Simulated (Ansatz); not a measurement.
# C5H6N (charge -1): geometry optimisation in Python

What geometry does C5H6N (charge -1) take? Aim: a geometry optimisation, for C5H6N (charge -1), run from a script. SMILES: Cc1ccc[n-]1.

All numbers are computed with the Python package of Ansatz 0.2.0. Level of theory: B3LYP/cc-pVDZ.

**1. The structure**

Bond lengths: C1–C2 1.479 Å, C2–C3 1.380 Å, C3–C4 1.384 Å, C4–C5 1.372 Å, C2–N6 1.338 Å, C5–N6 1.333 Å, C1–H7 1.094 Å, C1–H8 1.094 Å, C1–H9 1.094 Å, C3–H10 1.079 Å, C4–H11 1.079 Å, C5–H12 1.083 Å. Angles (14 of 19 angles, heavy atoms first): C1–C2–C3 129.3°, C1–C2–N6 120.6°, C3–C2–N6 110.0°, C2–C3–C4 106.3°, C3–C4–C5 105.9°, C4–C5–N6 110.8°, C2–N6–C5 107.0°, C2–C1–H7 110.0°, C2–C1–H8 110.0°, C2–C1–H9 110.3°, C2–C3–H10 126.7°, C4–C3–H10 127.0°, C3–C4–H11 127.3°, C5–C4–H11 126.8°.

The script holds or builds the structure itself.

**2. Script**

Contents of opt_c5h6n.py:

```python
import ansatz as az
import numpy as np

GEOMETRY = """
C     1.89570    0.15200    0.12810
C     0.42140    0.11000    0.01550
C    -0.43430   -0.96670    0.12890
C    -1.71170   -0.46850   -0.05940
C    -1.56200    0.87810   -0.27590
N    -0.27570    1.22540   -0.23040
H     2.19020    0.81490    0.94740
H     2.33260    0.51720   -0.80640
H     2.29030   -0.84830    0.32990
H    -0.15880   -1.99160    0.32520
H    -2.63800   -1.02070   -0.04090
H    -2.34960    1.59810   -0.46210
"""


def main() -> None:
    mol = az.Crystal.molecule()
    for line in GEOMETRY.strip().splitlines():
        symbol, *xyz = line.split()
        mol = mol.atom(symbol, [float(v) for v in xyz])

    calc = (
        mol.calculation()
        .basis(gaussian="cc-pVDZ")
        .functional("b3lyp")
        .charge(-1)
    )
    symbols = [site.symbol for site in mol.cartesian_sites]
    start = np.array([site.position_ang for site in mol.cartesian_sites], dtype=float)
    def progress(event):
        if event["event"] == "relax_step":
            row = event["data"]
            print(f"step {row['step']:3d}  E = {row['lagrangian_ev']:.6f} eV  largest force component {row['allowed_force_max_ev_ang']:.4f} eV/A")


    rep = calc.relax(force_tolerance=0.005).session().plan().execute(on_event=progress).report
    end = np.array(rep["positions_ang"])

    print(f"E = {rep['free_energy_ev']:.6f} eV = {rep['free_energy_ev'] / 27.211386246:.7f} Ha")
    print("converged:", rep["converged"], " doubts:", rep["published_state_doubts"] or "none")

    print("final positions (A) and the move of each atom")
    for symbol, xyz, old in zip(symbols, end, start):
        print(f"{symbol:2s} {xyz[0]:10.5f} {xyz[1]:10.5f} {xyz[2]:10.5f}   {np.linalg.norm(xyz - old):7.4f}")

    charges = rep["charge_distribution"]
    dipole = np.array(charges["dipole_moment_e_ang"]) * 4.803205
    print("dipole (D): {:.3f} {:.3f} {:.3f}, length {:.3f}".format(*dipole, np.linalg.norm(dipole)))
    print("atom  Mulliken   Lowdin")
    for symbol, m, l in zip(symbols, charges["mulliken_charges_e"], charges["lowdin_charges_e"]):
        print(f"{symbol:4s} {m:9.3f} {l:8.3f}")
    with open("c5h6n_opt.xyz", "w") as handle:
        handle.write(f"{len(symbols)}\nrelaxed C5H6N(-)\n")
        handle.writelines(f"{s:2s} {x:11.6f} {y:11.6f} {z:11.6f}\n" for s, (x, y, z) in zip(symbols, end))


if __name__ == "__main__":
    main()
```

**3. The input behind the calls**

The package turns the script's settings into the engine's input:

```yaml
crystal:
  periodic: [false, false, false]
  atoms:
    - { symbol: C, position_ang: [1.8957, 0.152, 0.1281] }
    - { symbol: C, position_ang: [0.4214, 0.11, 0.0155] }
    - { symbol: C, position_ang: [-0.4343, -0.9667, 0.1289] }
    - { symbol: C, position_ang: [-1.7117, -0.4685, -0.0594] }
    - { symbol: C, position_ang: [-1.562, 0.8781, -0.2759] }
    - { symbol: "N", position_ang: [-0.2757, 1.2254, -0.2304] }
    - { symbol: H, position_ang: [2.1902, 0.8149, 0.9474] }
    - { symbol: H, position_ang: [2.3326, 0.5172, -0.8064] }
    - { symbol: H, position_ang: [2.2903, -0.8483, 0.3299] }
    - { symbol: H, position_ang: [-0.1588, -1.9916, 0.3252] }
    - { symbol: H, position_ang: [-2.638, -1.0207, -0.0409] }
    - { symbol: H, position_ang: [-2.3496, 1.5981, -0.4621] }
basis:
  gaussian:
    orbitals: cc-pVDZ
hamiltonian:
  xc: b3lyp
total_charge: -1.0
relax:
  f_tol: 0.005
```

**4. Launch**

Launch:

```
$ python opt_c5h6n.py
```

Without the output at hand: what should come out? Wanted: total energy; moves of the relaxation; energy gained; last largest force component.

The runs gave:

| quantity | value |
| --- | --- |
| total energy | -6773.0193 eV |
| moves of the relaxation | 6 |
| energy gained | 0.202 eV |
| last largest force component | 0.0009 eV/Å |

In words: After 6 moves the largest shift is 0.075 Å. What to keep in mind:
- The end point is the stationary point reached from this start; no frequency run checks that it is a minimum, and the basis set is modest.
- The Löwdin charges here are taken after orthogonalising the functions within each atom; they differ from plain Löwdin charges, and their signs can be unphysical.
- An ion's dipole depends on the origin; the program takes it about the centre of nuclear charge.
- b3lyp holds the VWN-RPA fit, as in Gaussian; the form of ORCA and Turbomole is b3lyp5.
- Anions want diffuse functions, which this basis lacks. The dipole of an ion depends on the origin.
